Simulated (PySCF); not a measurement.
**Atomic charges by several schemes**

Compound: CHF2CH2F, C₂H₃F₃.
Z-matrix (Å and degrees, GFN2-xTB geometry), rows numbered from 1:
```
F 
C   1  1.3647
C   2  1.5292  1  109.76
F   3  1.3527  2  109.99  1   147.13
F   3  1.3505  2  111.38  1   -95.36
H   2  1.0944  1  107.89  3  -120.82
H   2  1.0946  1  107.75  3   119.20
H   3  1.1009  2  112.09  1    26.29
```

Density: PBE0/pcSseg-1 (PySCF); schemes: Mulliken, IAO, Hirshfeld and ESP-fitted. The structure is a single GFN2-xTB conformer in the gas phase; no vibrational or solvent corrections.

Task: What partial charge does each atom carry?

Result: In e:

```json
{"atom": "F1", "environment": "alkyl fluorine", "Mulliken": "-0.330", "IAO": "-0.315", "Hirshfeld": "-0.113", "ESP-fitted": "-0.228"}
{"atom": "C2", "environment": "sp3 C–F carbon", "Mulliken": "+0.123", "IAO": "+0.009", "Hirshfeld": "+0.015", "ESP-fitted": "+0.003"}
{"atom": "C3", "environment": "CHF2 carbon", "Mulliken": "+0.448", "IAO": "+0.436", "Hirshfeld": "+0.147", "ESP-fitted": "+0.400"}
{"atom": "F4", "environment": "fluorine of a CF2 group", "Mulliken": "-0.302", "IAO": "-0.303", "Hirshfeld": "-0.106", "ESP-fitted": "-0.240"}
{"atom": "F5", "environment": "fluorine of a CF2 group", "Mulliken": "-0.297", "IAO": "-0.299", "Hirshfeld": "-0.105", "ESP-fitted": "-0.228"}
{"atom": "H6", "environment": "methylene hydrogen", "Mulliken": "+0.127", "IAO": "+0.161", "Hirshfeld": "+0.056", "ESP-fitted": "+0.117"}
{"atom": "H7", "environment": "methylene hydrogen", "Mulliken": "+0.125", "IAO": "+0.159", "Hirshfeld": "+0.054", "ESP-fitted": "+0.099"}
{"atom": "H8", "environment": "methine hydrogen", "Mulliken": "+0.106", "IAO": "+0.152", "Hirshfeld": "+0.053", "ESP-fitted": "+0.077"}
```

Mean size of the charges over all atoms: Mulliken 0.232 e, IAO 0.229 e, ESP-fitted 0.174 e, Hirshfeld 0.081 e. Each set sums to the total charge, 0, to within 0.001 e. The Mulliken scheme counts on each atom the diagonal of the density matrix times the overlap matrix over that atom's basis functions.

Lowest charge. The schemes don't all agree: Mulliken F1 (-0.330); IAO F1 (-0.315); Hirshfeld F1 (-0.113); ESP-fitted F4 (-0.240).

Highest charge. All schemes agree: Mulliken C3 (+0.448); IAO C3 (+0.436); Hirshfeld C3 (+0.147); ESP-fitted C3 (+0.400).

Task: Sum the charges by element.

Result: 
```csv
element,atoms,Mulliken,IAO,Hirshfeld,ESP-fitted
F,3,-0.929,-0.917,-0.324,-0.695
C,2,+0.571,+0.446,+0.161,+0.403
H,3,+0.358,+0.472,+0.162,+0.293
```

Task: How closely do the schemes follow one another over all atoms?

Result: Correlation coefficient and root-mean-square difference: IAO with Hirshfeld 1.00, 0.171 e; IAO with ESP-fitted 0.99, 0.061 e; Mulliken with Hirshfeld 0.99, 0.173 e; Hirshfeld with ESP-fitted 0.99, 0.121 e; Mulliken with IAO 0.98, 0.047 e; Mulliken with ESP-fitted 0.98, 0.069 e.
